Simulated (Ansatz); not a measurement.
The input, for Ansatz 0.2.0:

```yaml
crystal:
  periodic: [false, false, false]
  atoms:
    - {symbol: Al, position_ang: [0.000000, 0.159269, 2.177856]}
    - {symbol: Al, position_ang: [0.000000, -0.033232, -2.353802]}
    - {symbol: H, position_ang: [0.000000, -1.185084, 4.615597]}
    - {symbol: H, position_ang: [0.000000, -2.188805, 0.094298]}
basis:
  gaussian: {orbitals: 6-31G}
magnetization: {spin_polarized: false}
correlation: {method: ccsdt_q, electrons: outside_noble_gas}
```

```sh
$ ansatz run in.yaml --threads 1 --pin off --events-out ev --progress --plain --max-ram 2393MiB
```

Output:

```
602 factors; integrals over basis functions are off by at most 1.9e-7 eV
mean field evaluation 1: about -13186.7795 eV, gradient 1.4e1 eV
mean field evaluation 2: about -13186.7804 eV, gradient 1.4e1 eV
mean field evaluation 4: about -13189.0296 eV, gradient 8.5e-1 eV
mean field evaluation 8: about -13189.0433 eV, gradient 1.9e-3 eV
mean field evaluation 16: about -13177.8680 eV, gradient 1.2e1 eV
mean field evaluation 32: about -13180.6175 eV, gradient 3.0e0 eV
mean field evaluation 64: about -13179.0166 eV, gradient 1.6e1 eV
mean field -13189.04327704 eV, -484.6884005767 hartree, gradient 8.5e-6 eV, S^2 0.000000; 1 other end points of the search recorded, 0 dependent functions left out; unrestricted orbitals would lower it
mean field evaluation 96: about -13186.7795 eV, gradient 9.8e0 eV
mean field evaluation 128: about -13190.0889 eV, gradient 9.1e-5 eV
mean field evaluation 160: about -13189.0433 eV, gradient 1.2e-3 eV
...
cycle  23  -3.93076929 eV  change    1.3e-5 eV  update   2.2e-5
cycle  24  -3.93076755 eV  change    1.7e-6 eV  update   1.0e-5
cycle  25  -3.93077544 eV  change   -7.9e-6 eV  update   6.6e-6
cycle  26  -3.93078448 eV  change   -9.0e-6 eV  update   4.5e-6
cycle  27  -3.93078444 eV  change    3.9e-8 eV  update   3.9e-6
cycle  28  -3.93078507 eV  change   -6.3e-7 eV  update   3.9e-6
cycle  29  -3.93078540 eV  change   -3.4e-7 eV  update   1.8e-6
cycle  30  -3.93078499 eV  change    4.2e-7 eV  update   1.4e-6
cycle  31  -3.93078433 eV  change    6.5e-7 eV  update   1.2e-6
cycle  32  -3.93078433 eV  change   -1.8e-9 eV  update   9.9e-7
perturbative correction -0.01657214 eV, -0.0006090149 hartree
Total energy: -13192.99063352 eV, -484.8334632514 hartree
```

For the same geometry and basis full CI lies 0.7 meV higher.

Ran on 1 thread of Arm Neoverse V1, shared host: 2.4 s wall, 0.16 GiB peak host memory.
